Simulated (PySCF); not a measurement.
**Worked example: chemical shift, span and skew from a shielding tensor**

N₂, SMILES N#N. Atoms are numbered in the order given.

```xyz
2

N      0.0000     0.0000    -0.5454
N      0.0000     0.0000     0.5454
```

The structure is a stationary point at B3LYP-D3(BJ)/def2-TZVPD.

GIAO shieldings from PBE0/pcSseg-2 run with PySCF, non-relativistic, no solvent. The symmetric part of the tensor of N1 has the principal values -301.8, -301.8, 339.9 ppm. The same nucleus in NH3 has σ = 263.3 ppm at this level (PySCF, at its B3LYP-D3(BJ)/def2-TZVP geometry).

**Question.** Work out the isotropic shielding, the ¹⁵N shift against NH3, the span and the skew.

**Answer.** 
σ(iso) = (σ11 + σ22 + σ33)/3 = -87.9 ppm. δ = σ(ref) − σ(iso) = 263.3 − (-87.9) = 351.2 ppm.
Span Ω = σ33 − σ11 = 641.7 ppm. Skew κ = 3(σ(iso) − σ22)/Ω = 1.00, an axial tensor. Tumbling in solution averages the tensor to δ; in a static solid the shielding alone would spread this spin-1/2 line over Ω.
